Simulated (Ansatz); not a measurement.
**Appearance energy of a fragment ion: C3H6O2 → C2H3O+ + CH3O + e⁻**

Species: C3H6O2 (methyl acetate) `COC(C)=O`, singlet; C2H3O+ `CC#[O+]`, singlet; CH3O `C[O]`, doublet. 

Shapes, held fixed at every level: PBE0-D4/def2-TZVP. Flexible molecules stand in one conformer, not always the lowest. Programs: Ansatz 0.2.0. Electronic energies: no zero-point or thermal term.

```json
{"level": "HF/def2-TZVPP", "kind": "Hartree–Fock", "ΔE (eV)": "+9.63", "less CCSD(T)/CBS estimate": "-1.92"}
{"level": "PBE0/def2-SVP", "kind": "global hybrid", "ΔE (eV)": "+11.53", "less CCSD(T)/CBS estimate": "-0.02"}
{"level": "B3LYP-D4/def2-TZVPP", "kind": "global hybrid", "ΔE (eV)": "+11.36", "less CCSD(T)/CBS estimate": "-0.19"}
{"level": "wB97X-V/def2-TZVPP", "kind": "range-separated hybrid", "ΔE (eV)": "+11.44", "less CCSD(T)/CBS estimate": "-0.11"}
{"level": "MP2/def2-TZVPP", "kind": "perturbation theory", "ΔE (eV)": "+11.55", "less CCSD(T)/CBS estimate": "0.00"}
{"level": "CCSD(T)/def2-SVP", "kind": "coupled cluster or CI", "ΔE (eV)": "+11.11", "less CCSD(T)/CBS estimate": "-0.44"}
{"level": "CCSD/def2-TZVPP", "kind": "coupled cluster or CI", "ΔE (eV)": "+11.21", "less CCSD(T)/CBS estimate": "-0.34"}
{"level": "CCSD(T)/CBS estimate", "kind": "coupled cluster or CI", "ΔE (eV)": "+11.55", "less CCSD(T)/CBS estimate": "0.00"}
```

The highest level, CCSD(T)/CBS estimate, gives ΔE = +11.55 eV; the levels span +9.63 to +11.55. The column of differences is taken from that level and isn't an error. No measured value is set beside it here. Open shells run unrestricted unless RO is named. The CBS estimate extrapolates MP2 from def2-TZVPP and def2-QZVPP and adds CCSD(T) − MP2 in the triple-zeta set, cores frozen. The onset seen in experiment also holds zero-point changes and kinetic shifts.
